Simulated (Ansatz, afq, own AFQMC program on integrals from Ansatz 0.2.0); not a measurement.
Integrals from Ansatz 0.2.0, then the random walk in our own AFQMC program (afq).

```yaml
crystal:
  periodic: [false, false, false]
  atoms:
    - {symbol: B, position_ang: [0.000000, 0.000000, 0.000000]}
    - {symbol: N, position_ang: [0.000000, 0.000000, 1.562000]}
basis:
  gaussian: {orbitals: 6-31G}
magnetization: {spin_polarized: false}
correlation: {method: ccsd_t, electrons: outside_noble_gas, hamiltonian_folder: ham}
```

```sh
$ ansatz run in.yaml --threads 1 --pin off --events-out ev --progress --plain --max-ram 24576MiB --backend cuda --devices 0, --max-vram 18GiB
```

Options of the walk:

```
--method phaseless --trial cisd --walkers 4000 --populations 20 --least-time 60 --time-step 0.005 --steps-per-block 50 --equilibration-blocks 28 --max-blocks 4000 --target-error 0.00017 --factor-cut 1e-05 --seed 2729 --release-times 0.24,0.51,0.99,1.62,2.4 --release-step 0.03 --release-every 3 --taylor-order 6
```

Times are imaginary, in 1/Eh. The walk had a cap of 122 s. With eight or more populations the least sampling time is a fifth of least-time, and the error comes from their spread.

Log:

```
orbitals 16  electrons 4 4  factors 94 of 258
reference energy -78.79809983 Eh
CCSD correlation -0.24678672 Eh in 16 cycles, weight of the determinant in the CISD state 0.6743
energy of the start -79.044906 Eh
 block  time / (1/Eh)  mean weight  energy / Eh
     1     0.250  0.9997  -79.042751
     2     0.500  1.0002  -79.045341
     3     0.750  1.0000  -79.048372
     4     1.000  1.0001  -79.053495
     5     1.250  0.9997  -79.055769
     8     2.000  0.9999  -79.061063
    15     3.750  1.0000  -79.062165
    57    14.250  1.0000  -79.063968
    99    24.750  0.9999  -79.060051
   141    35.250  0.9998  -79.056299
   183    45.750  0.9997  -79.058345
   225    56.250  1.0005  -79.059911
   267    66.750  1.0002  -79.057518
   309    77.250  1.0000  -79.062532
   351    87.750  1.0003  -79.060874
   379    94.750  0.9997  -79.055220
   393    98.250  1.0004  -79.060745
   435   108.750  0.9999  -79.059775
   477   119.250  1.0002  -79.061651
   519   129.750  1.0002  -79.063931
   561   140.250  1.0000  -79.061924
   575   143.750  0.9997  -79.059359
error from the spread of 20 populations
released: time / (1/Eh)  energy / Eh  error  mean overlap
  0.24  -79.061305  0.000146  1.0001
  0.51  -79.062565  0.000142  1.0013
  0.99  -79.064208  0.000179  1.0016
  1.62  -79.065612  0.000226  1.0022
  2.40  -79.066509  0.000302  1.0077
energy -79.059930 +/- 0.000159 Eh
(rows thinned)
```

The run passed its tests (sampling time, drift between the halves within three errors, error under three times the target), which doesn't prove that it has relaxed. The second half of the sampling lies above the first by 2.4 errors of their difference, so the energy may still be moving and its error bar be too small.

Against this walk (error 4.3 meV) on the same determinant: CCSD(T) 250.6 meV lower, CCSDT(Q) 324.3 meV lower, CCSDTQ 229.2 meV lower, full CI 239.8 meV lower. The error is statistical and leaves out the bias of the constraint. The released energies are still falling (meV from the phaseless value at times in 1/Eh: -37 ± 4 at 0.24, -72 ± 4 at 0.51, -116 ± 5 at 0.99, -155 ± 6 at 1.62, -179 ± 8 at 2.40), so they give no level; they do show a bias of the constraint, and the last of them that isn't too noisy lies 61 meV above full CI. Full CI is exact here, so the walk's 240 meV above it is the walk's own error: the bias of the constraint with this trial, or a walk that hasn't relaxed. The determinant is a poor start (see the cautions), so the low cluster orders aren't to be relied on, and full CI is the sure value.

Cautions: constraint bias not in the error; higher spins were not checked; restricted determinant unstable towards unrestricted (UHF 3.72 eV lower, ⟨S²⟩ 1.67); the search met a lower determinant of the same kind, perhaps of another symmetry (1.29 eV lower), and this one is a saddle point; strong correlation (T1 0.104, weight of the determinant 0.67, largest double 0.25); (T) is large, 10 % of the CCSD correlation; (Q) is large, 120 meV, so the cluster series hasn't closed; CCSDTQ on the UHF determinant differs (443 meV lower), perhaps since the unrestricted series falls towards higher spin.

The walk took 88 s on 1 × NVIDIA H100 80GB HBM3 with 2 threads of AMD EPYC 7R13 Processor (Zen 3), on a shared host (the card was shared). The log's last line is the phaseless energy.

CCSDT and higher add their correlation energy to the determinant of the CCSD(T) run, since their own runs factorise the integrals more tightly (a shift of under 2 meV). A walk keeps the symmetry of its determinant, which the program's search chose and which needn't be the lowest solution, so a lower state of the same spin and another symmetry isn't excluded.
